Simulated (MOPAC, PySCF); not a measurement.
C2H6S, SMILES `SCC` (C–C–S–H torsion 62°), neutral singlet in the gas phase. 

Cartesian coordinates (Å):
```xyz
9

C     -0.9655     0.0290     0.0811
C      0.4490    -0.5229    -0.0006
S      1.7497     0.6848     0.4436
H     -1.1091     0.8436    -0.6310
H     -1.6939    -0.7524    -0.1516
H     -1.1771     0.4143     1.0787
H      0.6635    -0.9225    -0.9916
H      0.5902    -1.3369     0.7120
H      1.4931     1.5630    -0.5407
```
Charge 0, multiplicity 1.

All levels are single points at this geometry (B3LYP-D3(BJ)/def2-TZVP); Pople sets use spherical d functions. Orbital energies aren't observables, and empty levels follow the basis.

AM1 in MOPAC gives gap (eV) = 9.83.

Problem. Estimate the gap (eV) from each of these levels: B3LYP-D3(BJ)/def2-TZVP in PySCF; PBE-D3(BJ)/def2-TZVP in PySCF; B3LYP/3-21G in PySCF; B3LYP/LANL2DZ in PySCF; BP86/6-31G* in PySCF; PBE/6-31G* in PySCF; SVWN5/6-31G* in PySCF; HF/3-21G in PySCF; HF/STO-3G in PySCF; PM3 in MOPAC; PM6 in MOPAC; PM7 in MOPAC.

Solution. 
```
level                            gap (eV)
-------------------------------  --------
B3LYP-D3(BJ)/def2-TZVP in PySCF      6.73
PBE-D3(BJ)/def2-TZVP in PySCF        5.08
B3LYP/3-21G in PySCF                 7.69
B3LYP/LANL2DZ in PySCF               7.66
BP86/6-31G* in PySCF                 5.44
PBE/6-31G* in PySCF                  5.42
SVWN5/6-31G* in PySCF                5.35
HF/3-21G in PySCF                   15.02
HF/STO-3G in PySCF                  19.12
PM3 in MOPAC                         9.70
PM6 in MOPAC                         9.47
PM7 in MOPAC                         8.60
```
